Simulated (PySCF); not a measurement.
NO+, NO (charge +1).
InChI=1S/NO/c1-2/q+1

Computed with B3LYP/6-31+G* geometry optimisation, gas phase (PySCF).

Take the most abundant isotopes and a rigid rotor. 

Task: What are the moment of inertia and the rotational constant?

Result: I = 8.593 u·Å², B = 505379 MHz·u·Å²/I = 58810 MHz (1.9617 cm⁻¹, or 2.822 K as hB/k). For two atoms I = μr² with μ = 7.4664 u and r = 1.0728 Å.

Task: List the first levels of a rigid rotor in a Σ state.

Result: E(J) = BJ(J+1): J = 1: 3.923, J = 2: 11.770, J = 3: 23.540, J = 4: 39.234, J = 5: 58.851, J = 6: 82.392 cm⁻¹.

Task: Where do the first rotational lines fall?

Result: The dipole is 0.43 D (about the centre of mass, as the species is charged); J+1 ← J lies at 2B(J+1): 1 ← 0 at 117.62 GHz, 2 ← 1 at 235.24 GHz, 3 ← 2 at 352.86 GHz, 4 ← 3 at 470.48 GHz, 5 ← 4 at 588.10 GHz, 6 ← 5 at 705.72 GHz.

Task: Estimate the classical rotational partition function at 50 K, 100 K and 298.15 K.

Result: Point group C∞v, symmetry number σ = 1; q = kT/(σhB), k/h = 20836.6 MHz/K: 17.7 at 50 K, 35.4 at 100 K, 106 at 298.15 K.

Not checked by B3LYP/6-31+G* frequencies. Geometry: B3LYP/6-31+G*; no solvent, vibrations or thermal averaging. Constants of a rigid frame at the computed geometry: no zero-point averaging, no centrifugal distortion.
